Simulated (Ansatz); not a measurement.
**BPNH (triplet): wave-function methods side by side, def2-TZVPP**

An exercise on one series of results from a longer session: the logs are not shown, and one member is left open.

Program: Ansatz 0.2.0, Gaussian basis. Level of theory: def2-TZVPP, core rule «outside noble gas», up to 7 orbitals frozen. These are calculated values, not measurements.

To be run: UHF; ROHF; CCSD(T) on UHF.

2 further runs of the same task are left out: 2 set aside as unsound or not needed.

## The geometry

The geometry is a PBE0/def2-TZVP stationary point (not a proven minimum) of the parent state, kept for this charge and spin.

4 atoms, charge 0, spin multiplicity 3.

Atoms are counted from 1 here; the program's logs count them from 0.

Bond lengths: N1–B2 1.292 Å, B2–P3 1.785 Å, P3–H4 1.426 Å. Angles: N1–B2–P3 175.7°, B2–P3–H4 94.3°.

Set-up of the first run:

File in.yaml:

```yaml
crystal:
  periodic: [false, false, false]
  atoms:
    - {symbol: N, position_ang: [0.000000, 0.028828, 1.979821]}
    - {symbol: B, position_ang: [0.000000, 0.042707, 0.687998]}
    - {symbol: P, position_ang: [0.000000, -0.071577, -1.093449]}
    - {symbol: H, position_ang: [0.000000, 1.340864, -1.290216]}
basis:
  gaussian: {orbitals: def2-TZVPP}
magnetization: {spin_polarized: true, initial_magnetization: 2}
hamiltonian: {xc: hf}
output: {orbitals: {seedname: orbitals}}
```

Command:

```bash
$ ansatz run in.yaml --threads 1 --pin off --events-out ev --progress --plain --max-ram 3968MiB --backend cpu
```

Steps of the session up to this table: UHF; ROHF; CCSD(T) on UHF.

One table of the session follows, with a row left open; its other results are not shown here.

It belongs to the step «Misses and costs». 

```
  method  from UCCSD(T) (meV)
    ROHF             +11858.7
     UHF             +11416.3
    UMP2              +1804.8
   UCCSD                    ?
UCCSD(T)                    0
```

Q: Estimate the row for UCCSD from the others.

As computed: from UCCSD(T) (meV): +538.4. In the column «from UCCSD(T) (meV)» it lies between UCCSD(T) (0) and UMP2 (+1804.8).
